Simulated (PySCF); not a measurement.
# The bond of LiS, level by level

An exercise on one series of results from a longer session: the logs are not shown, and one member is left open.

The runs use PySCF 2.14.0; Li pcseg-1, S pcseg-1, no relativity.

Set-up of the first run:

Settings of the job:

```json
{"atoms": "Li, S", "charge": "0", "basis": "Li pcseg-1, S pcseg-1", "Hamiltonian": "no relativity", "basis functions": "27", "electrons treated": "19", "masses in u": "7.0160, 31.9721", "levels": "PBE0, PBE, r²SCAN, BP86, TPSSh, B97-3, LC-ωPBE, HF, MP2, SCS-MP2, CCSD, CCSD(T)", "grid": "80 radial by 434 angular points", "occupations": "held fixed by the projection of orbital angular momentum", "dissociation limit": "Li + S, each in its ground configuration", "starting distance in angstrom": "2.270", "values of 2S to try": "1, 3"}
```

Launch:

```bash
OMP_NUM_THREADS=1 python dia.py task.json out
```

Among the steps run: Input; The PBE0 curve of the state that the search chose; Excited determinants; PBE (GGA); r²SCAN (meta-GGA); BP86; TPSSh; B97-3 (global hybrid GGA); LC-ωPBE; UHF (mean field); Correlated methods on the Hartree–Fock reference.

One of the session's tables, all rows but one given; the rest of the session is left out.

Energy (eV) from each level's lowest point:

| R (Å) | UHF | UHF-MP2 | UHF-SCS-MP2 | UHF-CCSD | UHF-CCSD(T) |
| --- | --- | --- | --- | --- | --- |
| 1.861 | 0.549 | 0.535 | 0.537 | n/a | n/a |
| 1.948 | 0.260 | 0.252 | 0.254 | 0.252 | 0.255 |
| 2.034 | 0.092 | 0.089 | 0.090 | 0.089 | 0.091 |
| 2.099 | 0.026 | 0.025 | 0.026 | 0.025 | 0.026 |
| 2.164 | 0.000 | 0.000 | 0.000 | 0.000 | 0.000 |
| 2.229 | 0.005 | 0.006 | 0.005 | 0.006 | 0.005 |
| 2.316 | ? | ? | ? | ? | ? |
| 2.424 | 0.151 | 0.150 | 0.147 | 0.147 | 0.143 |
| 2.554 | 0.313 | 0.309 | 0.305 | 0.305 | 0.298 |
| 2.727 | 0.567 | 0.559 | 0.553 | n/a | n/a |

Estimate the missing values for R (Å) = 2.316.

Worked estimate for «UHF». A straight line through the neighbours (2.229, 0.005) and (2.424, 0.151) gives 0.005 + (0.151 − 0.005) × (2.316 − 2.229) / (2.424 − 2.229) = 0.070; a parabola fitted to 4 rows on both sides gives 0.055.

The run gave: UHF: 0.050; UHF-MP2: 0.051; UHF-SCS-MP2: 0.049; UHF-CCSD: 0.050; UHF-CCSD(T): 0.047. In «UHF» the line misses by +0.020 and the parabola by +0.005.

State 2 has its PBE0 minimum 0.68 eV higher. The other levels ran on the lowest alone.
